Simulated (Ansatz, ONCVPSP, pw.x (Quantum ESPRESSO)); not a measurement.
**pw.x on bcc Ga: one setting changed**

Potential: optimised norm-conserving Vanderbilt (ONCV), ONCVPSP 4.0.1.1 (patched build), PBEsol; core [Ar] 3d10, reference 4s2 4p1; waves: 4s: rc 1.45 bohr, ncon 3, nbas 7, qcut 4 1/bohr, 2 projectors, debl 3.4 Ha; 4p: rc 2.65 bohr, ncon 3, nbas 6, qcut 3.3 1/bohr, 2 projectors, debl 4 Ha; d scattering state at 0.05 Ha: rc 2.45 bohr, ncon 4, nbas 8, qcut 4.3 1/bohr, 1 projector; local part: polynomial inside 1.40 bohr (lpopt 5, dvloc0 2 Ha); core correction: none.

The reference run (k-mesh 14³, cutoffs 45/180 Ry, Fermi–Dirac 0.01 Ry, mixing_beta 0.4, conv_thr 1e-9, no spin) gives -0.17 GPa at 18.120 Å³/atom, where all-electron LAPW gives -0.58 GPa. This run, with its own iteration cap, changes k-mesh points per axis to 20.

```
&control
  calculation='scf', prefix='x', pseudo_dir='./', outdir='./tmp', tstress=.true., disk_io='none'
/
&system
  ibrav=0, nat=1, ntyp=1, ecutwfc=45, ecutrho=180, nbnd=8,
  occupations='smearing', smearing='fd', degauss=0.01
/
&electrons
  conv_thr=1e-09, mixing_beta=0.4, electron_maxstep=50
/
ATOMIC_SPECIES
Ga 1.0 Ga.UPF
CELL_PARAMETERS angstrom
  -1.65462431 1.65462431 1.65462431
  1.65462431 -1.65462431 1.65462431
  1.65462431 1.65462431 -1.65462431
ATOMIC_POSITIONS crystal
Ga 0.0000 0.0000 0.0000
K_POINTS automatic
20 20 20 0 0 0
```

```bash
pw.x < Ga.scf.in > Ga.scf.out
```

**Question.** How does the run end?

**Answer.** It converges in 5 iterations; the free energy moves by +2.5 meV/atom and the pressure by +0.19 GPa.

```
Message from routine setup:
     using ibrav=0 with symmetry is DISCOURAGED, use correct ibrav instead
     lattice parameter (alat)  =       5.4158  a.u.
     unit-cell volume          =     122.2798 (a.u.)^3
     number of electrons       =         3.00
     number of Kohn-Sham states=            8
     kinetic-energy cutoff     =      45.0000  Ry
     charge density cutoff     =     180.0000  Ry
     scf convergence threshold =      1.0E-09
     Exchange-correlation= PBESOL
     number of k points=   256  Fermi-Dirac smearing, width (Ry)=  0.0100
     iteration #  1     ecut=    45.00 Ry     beta= 0.40
     total energy              =      -4.44496530 Ry
     estimated scf accuracy    <       0.00235433 Ry
     iteration #  2     ecut=    45.00 Ry     beta= 0.40
     total energy              =      -4.44477353 Ry
     estimated scf accuracy    <       0.00076750 Ry
     iteration #  3     ecut=    45.00 Ry     beta= 0.40
     total energy              =      -4.44479013 Ry
     estimated scf accuracy    <       0.00000051 Ry
     iteration #  4     ecut=    45.00 Ry     beta= 0.40
     c_bands:  1 eigenvalues not converged
     total energy              =      -4.44479041 Ry
     estimated scf accuracy    <          8.9E-09 Ry
     iteration #  5     ecut=    45.00 Ry     beta= 0.40
     the Fermi energy is     6.0789 ev
!    total energy              =      -4.44479042 Ry
     estimated scf accuracy    <          1.0E-10 Ry
     smearing contrib. (-TS)   =      -0.00184236 Ry
     The total energy is F=E-TS. E is the sum of the following terms:
     one-electron contribution =       2.34659223 Ry
     hartree contribution      =       0.01602520 Ry
     xc contribution           =      -1.56806391 Ry
     ewald contribution        =      -5.23750158 Ry
     convergence has been achieved in   5 iterations
          total   stress  (Ry/bohr**3)                   (kbar)     P=        0.29
     Message from routine punch:
     Nothing written, as per user request (disk_io='none')
```

The run took about 22 s on one core of a shared host (Neoverse-N1, 64 threads, 124 GiB, load 58).
